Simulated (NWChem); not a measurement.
Species: nitrogen dioxide (NO$_{2}$, doublet); SMILES O=N[O]

Computed with NWChem. Spin-unrestricted. In the optimisation the excess spin sits in a1 (C2v, its own frame). No stability test was run on the SCF state. Each level has its own optimisation; frequencies are unscaled.

```tsv
level	r N–O (Å)	highest harmonic frequency (cm⁻¹)	lowest (cm⁻¹)	zero-point energy (kcal/mol)	dipole (D)
LDA (Slater exchange, VWN5)/def2-SVP	1.192	1853	768	5.8	0.22
BLYP/def2-SVP	1.212	1667	737	5.3	0.22
PBE/def2-SVP	1.204	1750	751	5.5	0.22
PBE0/def2-SVP	…	…	…	6.0	…
```

What belongs in the gaps?


- PBE0/def2-SVP, r N–O (Å): 1.183
- PBE0/def2-SVP, highest harmonic frequency (cm⁻¹): 1888
- PBE0/def2-SVP, lowest (cm⁻¹): 790
- PBE0/def2-SVP, dipole (D): 0.34
